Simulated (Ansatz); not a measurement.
# AlHOS (SMILES [O]1[AlH][S]1): functionals against CCSD(T) at one geometry

One table from this session's results is given with a row withheld; the runs are named, their logs left out.

Method: single points in def2-TZVPP; program: Ansatz 0.2.0, Gaussian basis.

Correlated methods freeze the cores.

### The system as given

4 atoms, charge 0, spin multiplicity 1.

Atoms are counted from 1 here; the program's logs count them from 0.

Bond lengths: O1–Al2 1.643 Å, O1–S3 1.892 Å, Al2–S3 2.150 Å, Al2–H4 1.433 Å. Angles: Al2–O1–S3 74.5°, O1–Al2–S3 58.0°, O1–Al2–H4 146.8°, S3–Al2–H4 155.1°, O1–S3–Al2 47.5°.

Coordinates:

| atom | x (Å) | y (Å) | z (Å) |
| --- | --- | --- | --- |
| O1 | 0.96310 | -0.70560 | 0.40980 |
| Al2 | -0.04490 | 0.40650 | -0.25890 |
| S3 | -0.78630 | -1.32370 | 0.77940 |
| H4 | -0.16160 | 1.64450 | -0.97120 |

Set-up of the first run:

Input file run/in.yaml:

```yaml
crystal:
  periodic: [false, false, false]
  atoms:
    - {symbol: O, position_ang: [0.963100, -0.705600, 0.409800]}
    - {symbol: Al, position_ang: [-0.044900, 0.406500, -0.258900]}
    - {symbol: S, position_ang: [-0.786300, -1.323700, 0.779400]}
    - {symbol: H, position_ang: [-0.161600, 1.644500, -0.971200]}
basis:
  gaussian: {orbitals: def2-TZVPP}
correlation: {method: ccsd_t}
output: {forces: true}
```

The command line of these runs was not kept.

Among the steps run: CCSD(T)/def2-TZVPP; PBE0-D4/def2-TZVPP; wB97M-V/def2-TZVPP; r2SCAN-D4/def2-TZVPP; PBE-D4/def2-TZVPP; CAM-B3LYP-D4/def2-TZVPP; BLYP-D4/def2-TZVPP.

One of the session's tables, all rows but one given; the rest of the session is left out.

| method | RMS force component (eV/Å) | angle to CCSD(T) forces (°) | dipole (D) |
| --- | --- | --- | --- |
| CCSD(T) | 1.049 | reference | 3.70 |
| PBE0-D4 | 1.100 | 16.5 | 3.73 |
| wB97M-V | 1.016 | 16.0 | 3.78 |
| r2SCAN-D4 | 1.085 | 8.3 | 3.65 |
| PBE-D4 | ? | ? | ? |
| CAM-B3LYP-D4 | 1.019 | 19.3 | 3.83 |
| BLYP-D4 | 1.091 | 12.3 | 3.49 |

Q: Estimate the row for PBE-D4 from the others.

The run gave: RMS force component (eV/Å): 1.138; angle to CCSD(T) forces (°): 3.2; dipole (D): 3.48. In the column «RMS force component (eV/Å)» it is the highest.
